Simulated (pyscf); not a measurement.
H₃C–CH₂–InH₂ (SMILES C[CH2][InH2]) → H₃C–CH₂–In (SMILES C[CH2][In]) [singlet] + H₂ (SMILES [H][H]), a 1,1-elimination (singlet surface; H–In, H–In broken, H–H formed). Structures and frequencies: ωB97X-D3(BJ)/def2-SVP in PySCF. Energies in eV from the reactant's lowest minimum found.

Small-basis levels: PySCF, no dispersion term, spherical d functions. AM1 to PM7: differences of heats of formation from MOPAC, which are fitted to 298 K values and so differ in kind from electronic energies by zero-point and thermal terms. GFN2-xTB: tblite. Cost: rough CPU time at the saddle relative to B3LYP/6-31G*+LANL2DZ, from one job on a shared machine.

```csv
level,barrier,reaction energy,cost
MP2/6-31G*+LANL2DZ,2.82,-0.03,0.1
BP86/6-31G*+LANL2DZ,2.24,+0.21,1
PBE/6-31G*+LANL2DZ,2.21,+0.22,1
B3LYP/6-311+G**+LANL2DZ,2.48,+0.22,2
GFN2-xTB,1.78,-0.06,under 0.02
AM1,2.08,-0.42,under 0.02
PM7,2.20,-2.46,under 0.02
ωB97M-D3(BJ)/def2-TZVP,2.46,+0.14,–
```

Against the last row the barrier runs from -0.68 (GFN2-xTB) to +0.35 eV (MP2/6-31G*+LANL2DZ). ωB97M-D3(BJ)/def2-TZVP has limits of its own. H₃C–CH₂–InH₂ lies 0.36 eV over its isomer H₃C–InH–CH₃ (electronic energy, ωB97M-D3(BJ)/def2-TZVP). This is the saddle that the search found; another between the same sides may lie lower. In the def2 sets elements past Kr carry core potentials, without spin-orbit coupling.
